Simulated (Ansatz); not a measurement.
[Al(OMe)H3]- (CH6AlO⁻). Charge -1, multiplicity 1. Geometry r2SCAN-D4/def2-TZVPD.

```xyz
9

Al    0.799    1.071   -0.317
O    -0.740    0.173   -0.416
C    -0.907   -1.031    0.246
H    -0.708   -0.957    1.334
H    -0.243   -1.831   -0.138
H    -1.943   -1.397    0.136
H     0.617    2.442   -1.188
H     2.010    0.132   -0.922
H     1.116    1.399    1.265
```

B3LYP takes the VWN-RPA correlation.

Problem. Estimate the orbital energies around the gap (eV) in Ansatz with LDA (SPW92)/def2-TZVPD, PBE-D4/def2-SVPD, revPBE-D4/def2-TZVPD, B3LYP-D4/def2-TZVPD, ωB97X-V/def2-TZVPD.

Solution. 
| orbital | LDA (SPW92)/def2-TZVPD | PBE-D4/def2-SVPD | revPBE-D4/def2-TZVPD | B3LYP-D4/def2-TZVPD | ωB97X-V/def2-TZVPD |
| --- | --- | --- | --- | --- | --- |
| HOMO−9 | -19.32 | -19.11 | -19.39 | -21.73 | -25.16 |
| HOMO−8 | -11.62 | -11.49 | -11.66 | -13.50 | -16.86 |
| HOMO−7 | -6.81 | -6.65 | -6.56 | -8.02 | -11.03 |
| HOMO−6 | -6.14 | -6.03 | -5.98 | -7.43 | -10.40 |
| HOMO−5 | -5.93 | -5.79 | -5.72 | -7.10 | -9.97 |
| HOMO−4 | -3.81 | -3.64 | -3.64 | -4.89 | -7.84 |
| HOMO−3 | -1.89 | -1.75 | -1.71 | -3.00 | -5.73 |
| HOMO−2 | -1.76 | -1.63 | -1.61 | -2.85 | -5.60 |
| HOMO−1 | -1.22 | -1.10 | -1.12 | -2.22 | -4.82 |
| HOMO | -0.83 | -0.69 | -0.70 | -1.88 | -4.47 |
| LUMO | 3.29 | 3.65 | 3.26 | 3.58 | 4.87 |
| LUMO+1 | 3.74 | 4.21 | 3.67 | 3.94 | 5.27 |
| LUMO+2 | 4.12 | 4.71 | 4.26 | 4.63 | 6.14 |
| LUMO+3 | 4.55 | 5.29 | 4.52 | 4.86 | 6.23 |
| LUMO+4 | 4.77 | 5.41 | 4.86 | 5.18 | 6.50 |
| LUMO+5 | 4.81 | 5.45 | 4.87 | 5.19 | 6.51 |
